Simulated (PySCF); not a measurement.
Level of theory: PBE-D3(BJ)/def2-TZVP // PBE0-D3(BJ)/def2-SVP in PySCF. Gas-phase values, no solvent. 

Reference species (SMILES): `N` (neutral, multiplicity 1).

```json
{
  "HOMO–LUMO gap": "6.26 eV",
  "dipole_moment": "1.75 D"
}
```

Changed species: `OC` (free base CH3OH; the reference has free base NH3).

Problem. What does the change do to the HOMO–LUMO gap and dipole moment?

Solution. the HOMO–LUMO gap rises by 0.12 eV, to 6.38 eV; the dipole moment falls by 0.17 D, to 1.58 D.
